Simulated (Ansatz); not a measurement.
## Nudged elastic band run: CH₃NS

The input (input.yaml):

```yaml
crystal:
  periodic: [false, false, false]
  atoms:
    - { symbol: "N", position_ang: [-0.632045, -0.057684, -0.362301] }
    - { symbol: C, position_ang: [0.525727, 0.132979, 0.29287] }
    - { symbol: S, position_ang: [1.588425, -1.044169, 0.732948] }
    - { symbol: H, position_ang: [-0.904827, -0.997721, -0.623719] }
    - { symbol: H, position_ang: [-1.241979, 0.712024, -0.603883] }
    - { symbol: H, position_ang: [0.706699, 1.190571, 0.517984] }
basis:
  gaussian: { orbitals: "6-31G*" }
hamiltonian:
  xc: r2scan
neb:
  order_check: false
  images: 5
  f_tol: 0.03
  max_iterations: 60
  final_atoms:
    - { symbol: "N", position_ang: [-0.90771568, 0.35945044, -0.46309838] }
    - { symbol: C, position_ang: [0.21136846, 0.29977964, 0.14094074] }
    - { symbol: S, position_ang: [1.05742435, -1.22363626, 0.42155771] }
    - { symbol: H, position_ang: [0.115415, -1.9776553, -0.18347381] }
    - { symbol: H, position_ang: [-1.21782949, 1.33462633, -0.51611787] }
    - { symbol: H, position_ang: [0.78333737, 1.14343514, 0.55409061] }
  initial_path:
    images:
      - { positions_ang: [[-0.632045, -0.057684, -0.362301], [0.525727, 0.132979, 0.29287], [1.588425, -1.044169, 0.732948], [-0.904827, -0.997721, -0.623719], [-1.241979, 0.712024, -0.603883], [0.706699, 1.190571, 0.517984]] }
      - { positions_ang: [[-0.67329848, 0.00636093, -0.37415373], [0.4835735, 0.1530759, 0.27376854], [1.46066793, -1.09728255, 0.65770602], [-0.67646908, -1.14324688, -0.51998441], [-1.26891657, 0.81648119, -0.60492661], [0.7164427, 1.20061142, 0.52148919]] }
      - { positions_ang: [[-0.71455196, 0.07040585, -0.38600646], [0.44142, 0.1731728, 0.25466708], [1.33291087, -1.15039609, 0.58246403], [-0.44811117, -1.28877277, -0.41624981], [-1.29585414, 0.92093838, -0.60597021], [0.7261864, 1.21065183, 0.52499437]] }
      - { positions_ang: [[-0.75580544, 0.13445078, -0.3978592], [0.3992665, 0.1932697, 0.23556562], [1.2051538, -1.20350964, 0.50722205], [-0.21975325, -1.43429865, -0.31251522], [-1.3227917, 1.02539557, -0.60701382], [0.7359301, 1.22069225, 0.52849956]] }
      - { positions_ang: [[-0.80644219, 0.20945066, -0.41960559], [0.33663382, 0.22877302, 0.20402399], [1.15591065, -1.21021851, 0.47866727], [-0.1080305, -1.61541753, -0.26950141], [-1.2878043, 1.12847249, -0.57671517], [0.75173252, 1.19493988, 0.53702991]] }
      - { positions_ang: [[-0.85707894, 0.28445055, -0.44135198], [0.27400114, 0.26427633, 0.17248236], [1.1066675, -1.21692739, 0.45011249], [0.00369225, -1.79653641, -0.22648761], [-1.25281689, 1.23154941, -0.54641652], [0.76753495, 1.16918751, 0.54556026]] }
      - { positions_ang: [[-0.90771568, 0.35945044, -0.46309838], [0.21136846, 0.29977964, 0.14094074], [1.05742435, -1.22363626, 0.42155771], [0.115415, -1.9776553, -0.18347381], [-1.21782949, 1.33462633, -0.51611787], [0.78333737, 1.14343514, 0.55409061]] }
```

Launched with:

```bash
$ ansatz run input.yaml --threads 1 --pin off --max-ram 2048MiB --backend cpu --events-out ev --progress --plain --runs-dir out
```

Output, in part (warnings, iteration lines, the closing report on the highest movable image, with atoms numbered from 0):

```
NEB end point (image 0): max|allowed force component| = 5.162e-3 eV/Å (the criterion of neb.relax_end_points is 1.000e-2)
NEB end point (image 6): max|allowed force component| = 9.711e-3 eV/Å (the criterion of neb.relax_end_points is 1.000e-2)
NEB iter   1: max|band force component| = 4.523e0 eV/Å  barrier→ = 2.0238 eV  barrier← = 1.3761 eV  Δτ_max = 0.1167 Å  (190 SCF iters)
NEB iter   2: max|band force component| = 2.053e0 eV/Å  barrier→ = 1.8295 eV  barrier← = 1.1818 eV  Δτ_max = 0.0992 Å  (148 SCF iters)
NEB iter   3: max|band force component| = 1.815e0 eV/Å  barrier→ = 1.7867 eV  barrier← = 1.1390 eV  Δτ_max = 0.0284 Å  (151 SCF iters)
NEB iter   4: max|band force component| = 4.771e-1 eV/Å  barrier→ = 1.7712 eV  barrier← = 1.1235 eV  CI = image 3  Δτ_max = 0.0286 Å  (156 SCF iters)
NEB iter   5: max|band force component| = 1.472e-1 eV/Å  barrier→ = 1.7767 eV  barrier← = 1.1290 eV  CI = image 3  Δτ_max = 0.0040 Å  (155 SCF iters)
NEB iter   6: max|band force component| = 7.177e-2 eV/Å  barrier→ = 1.7765 eV  barrier← = 1.1288 eV  CI = image 3  Δτ_max = 0.0023 Å  (162 SCF iters)
NEB iter   7: max|band force component| = 2.133e-2 eV/Å  barrier→ = 1.7765 eV  barrier← = 1.1288 eV  CI = image 3  Δτ_max = 0.0000 Å  (403 SCF iters)
Total energy: -13406.54492703 eV, -492.6814387859 hartree
Atom 0 at    -0.718363     0.077859    -0.391839 Å, force     0.003540    -0.003536    -0.002240 eV/Å
Atom 1 at     0.404277     0.267141     0.241383 Å, force    -0.013305    -0.001275     0.001412 eV/Å
Atom 2 at     1.179512    -1.236254     0.483589 Å, force     0.003355     0.001204    -0.001992 eV/Å
Atom 3 at    -0.292070    -1.278062    -0.323043 Å, force     0.000439     0.002324     0.002873 eV/Å
Atom 4 at    -1.322913     0.870995    -0.625245 Å, force     0.000417     0.002151    -0.000394 eV/Å
Atom 5 at     0.791556     1.234322     0.569053 Å, force     0.005555    -0.000869     0.000340 eV/Å
Dipole moment:    -0.282670     0.534850    -0.089560 e Å
```

The run converged. A vibrational analysis at the climbing image gives one clearly imaginary mode, 1607i cm⁻¹: a first-order saddle point. The orbitals stay closed-shell, which can raise the energy where a bond breaks towards radicals; this wasn't checked here.

Final band (atoms are numbered from 1 in the order of the input):

```json
{"image": "0", "path coordinate (Å)": "0.00", "energy (kcal/mol)": "0.0", "N1–H4 (Å)": "1.01", "S3–H4 (Å)": "2.84"}
{"image": "1", "path coordinate (Å)": "0.33", "energy (kcal/mol)": "5.2", "N1–H4 (Å)": "1.02", "S3–H4 (Å)": "2.43"}
{"image": "2", "path coordinate (Å)": "0.67", "energy (kcal/mol)": "25.1", "N1–H4 (Å)": "1.14", "S3–H4 (Å)": "2.02"}
{"image": "3", "path coordinate (Å)": "1.00", "energy (kcal/mol)": "41.0", "N1–H4 (Å)": "1.42", "S3–H4 (Å)": "1.68"}
{"image": "4", "path coordinate (Å)": "1.35", "energy (kcal/mol)": "29.1", "N1–H4 (Å)": "1.79", "S3–H4 (Å)": "1.42"}
{"image": "5", "path coordinate (Å)": "1.71", "energy (kcal/mol)": "18.2", "N1–H4 (Å)": "2.18", "S3–H4 (Å)": "1.36"}
{"image": "6", "path coordinate (Å)": "2.06", "energy (kcal/mol)": "14.9", "N1–H4 (Å)": "2.57", "S3–H4 (Å)": "1.35"}
```

Time of the run: 87 s on 1 thread of Arm Neoverse V2, on a shared host, peak memory 0.11 GiB.
